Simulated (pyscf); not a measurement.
Optimised with ωB97X-D3(BJ)/def2-SVP in PySCF.

**Question.** For HO–TaH(OH)(OH)–OH → O=Ta(OH)(OH)–OH + hydrogen (H₂), an elimination (singlet surface; H–O, H–Ta broken, H–H formed), PBE/def2-TZVP gives ΔE‡ = 0.77 eV and ΔE = -0.43 eV (zero: the reactant's lowest minimum found). In which direction and how far do PBE0-D3(BJ)/def2-TZVP, M06-2X/def2-TZVP, ωB97M-D3(BJ)/def2-TZVP move these?

**Answer.** PBE0-D3(BJ): ΔE‡ = 0.94 eV, ΔE = -0.25 eV; M06-2X: ΔE‡ = 1.12 eV, ΔE = -0.28 eV; ωB97M-D3(BJ): ΔE‡ = 1.06 eV, ΔE = -0.28 eV. PBE's barrier lies under all of them, by 0.17 to 0.35 eV. Its reaction energy lies under all of them, by 0.15 to 0.18 eV. At the saddle there is also a short H–Ta contact that neither side keeps. This is the saddle that the search found; another between the same sides may lie lower. Elements past Kr carry the def2 core potentials, without spin-orbit coupling.
